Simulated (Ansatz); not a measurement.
C6H12, SMILES `C=C(C)C(C)C`. The species carries charge 0 and has multiplicity 1.

Z-matrix (Å, degrees):
```
C
C 1 1.497
H 1 1.094 2 111.4
H 1 1.094 2 111.4 3 119.1
H 1 1.091 2 111.0 3 -120.5
C 2 1.510 1 117.8 3 -59.5
C 2 1.329 1 121.4 3 120.5
C 6 1.527 2 111.9 1 62.3
C 6 1.527 2 111.9 1 -62.6
H 6 1.096 2 106.6 1 179.8
H 7 1.085 2 121.6 1 -0.0
H 7 1.085 2 121.4 1 -180.0
H 8 1.093 6 110.4 2 174.6
H 8 1.092 6 111.3 2 54.5
H 8 1.093 6 111.4 2 -66.2
H 9 1.092 6 111.3 2 -54.5
H 9 1.093 6 110.4 2 -174.6
H 9 1.093 6 111.4 2 66.2
```

Q: Give the diagnostics of a CCSD(T)/def2-TZVPP run (frozen core, the Gaussian-basis code of Ansatz). (An estimate is asked.)

A: Ansatz gave: T1 = 0.0095, largest single amplitude 0.012, largest double 0.083, (T) share of the correlation energy 4.0 %, 9 CCSD cycles. The RHF solution is stable towards an unrestricted one. T1 lies under the customary mark of 0.02 for closed shells.
